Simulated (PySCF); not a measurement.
## How the method moves the gas-phase deprotonation enthalpies of hydrogen bromide

Structure: `Br` (HBr). Coordinates in Å; atoms count from 1 in this order:
```
Br    0.7143   -0.0054   -0.0062
H    -0.7085    0.0078   -0.0221
```

All levels share the PBE0-D3(BJ)/ma-def2-SVP structures and the PBE0-D3(BJ)/ma-def2-SVP thermal terms; only the single-point energies (PySCF) change. Values are gas-phase deprotonation enthalpies (298 K, kJ/mol).

| level | Br1 | abs. error | time |
| --- | --- | --- | --- |
| LDA/ma-def2-TZVP | 1321 | 32.4 | 1.9 s |
| PBE0-D3(BJ)/6-31G | 1328 | 24.9 | 0.74 s |
| M06-2X/ma-def2-TZVP (grid 3) | 1335 | 18.0 | 2 s |
| PBE0-D3(BJ)/aug-pcseg-1 | 1336 | 17.6 | 0.94 s |
| HF/ma-def2-TZVP | 1337 | 16.4 | 0.5 s |
| ωB97M-D3(BJ)/ma-def2-TZVP (grid 3) | 1339 | 14.4 | 2 s |
| CAM-B3LYP-D3(BJ)/ma-def2-TZVP | 1339 | 14.3 | 1.4 s |
| BHandHLYP/ma-def2-TZVP | 1343 | 10.1 | 1.1 s |
| PBE0-D3(BJ)/ma-def2-SVP | 1343 | 9.8 | 0.88 s |
| PBE0-D3(BJ)/aug-cc-pVDZ | 1344 | 9.6 | 0.95 s |
| PBE0-D3(BJ)/def2-SVPD | 1345 | 8.6 | 1 s |
| BLYP-D3(BJ)/ma-def2-TZVP | 1345 | 8.6 | 2.1 s |
| B3LYP-D3(BJ)/ma-def2-TZVP | 1346 | 6.9 | 1.2 s |
| PBE-D3(BJ)/ma-def2-TZVP | 1348 | 5.3 | 2.2 s |
| r2SCAN-D3(BJ)/ma-def2-TZVP (grid 3) | 1348 | 5.2 | 3 s |
| HSE06/ma-def2-TZVP | 1348 | 4.9 | 2.6 s |
| BP86-D3(BJ)/ma-def2-TZVP | 1348 | 4.8 | 2.2 s |
| PBE0-D3(BJ)/ma-def2-TZVP | 1350 | 3.2 | – |
| PBE0-D3(BJ)/def2-TZVPD | 1352 | 1.7 | 1.4 s |
| PBE0-D3(BJ)/aug-cc-pVTZ | 1353 | 0.6 | 1.6 s |
| PBE0-D3(BJ)/aug-cc-pVQZ | 1354 | 0.6 | 3 s |
| PBE0-D3(BJ)/def2-QZVPPD | 1354 | 1.0 | 3 s |
| ωB97X-D3(BJ)/ma-def2-TZVP | 1355 | 1.8 | 1.3 s |
| LC-ωPBE/ma-def2-TZVP | 1356 | 3.1 | 2.2 s |
| TPSSh-D3(BJ)/ma-def2-TZVP (grid 3) | 1357 | 3.9 | 2.2 s |
| TPSS-D3(BJ)/ma-def2-TZVP (grid 3) | 1357 | 4.3 | 3.1 s |
| PBE0-D3(BJ)/6-31G* | 1359 | 5.7 | 0.8 s |
| B97-2/ma-def2-TZVP | 1360 | 6.3 | 1.2 s |
| PBE0-D3(BJ)/def2-QZVP | 1362 | 8.7 | 2.1 s |
| M06/ma-def2-TZVP (grid 3) | 1363 | 9.3 | 2.1 s |
| PBE0-D3(BJ)/pcseg-2 | 1365 | 11.6 | 1.1 s |
| PBE0-D3(BJ)/def2-TZVP | 1368 | 14.3 | 1.1 s |
| PBE0-D3(BJ)/cc-pVTZ | 1368 | 15.2 | 1.1 s |
| PBE0-D3(BJ)/def2-TZVPP | 1370 | 16.4 | 1.2 s |
| M06-L/ma-def2-TZVP (grid 3) | 1373 | 19.6 | 2.9 s |
| OPBE/ma-def2-TZVP | 1374 | 20.8 | 1.9 s |
| PBE0-D3(BJ)/pcseg-1 | 1393 | 39.9 | 0.72 s |
| PBE0-D3(BJ)/def2-SV(P) | 1397 | 43.5 | 0.78 s |
| PBE0-D3(BJ)/cc-pVDZ | 1400 | 46.9 | 0.76 s |
| PBE0-D3(BJ)/def2-SVP | 1414 | 61.3 | 0.76 s |
| ATcT 1.112 | 1353 |  |  |

Times are wall times for all single points of a level on 1 thread of Arm Neoverse N1, a shared host; the dash marks the run that also made the structures. BLYP, BP86, HSE06, LC-ωPBE, LDA, M06-L, OPBE, PBE, TPSS, r2SCAN ran on a slower path of this set-up, which computes the density-fitting integrals anew in every SCF cycle while the other levels store them. So the times needn't show the usual order of cost, and those levels read slower than they are.

Hartree-Fock leaves out electron correlation, so its deprotonation energies can be off by tens of kJ/mol.

The spread: 94 kJ/mol, from 1321 to 1414.

Known limits: atoms from Ga to Kr are treated without relativity.

Bases without diffuse functions serve anions poorly.

Differences come from unrounded values, so a last digit can differ from that of the printed terms.
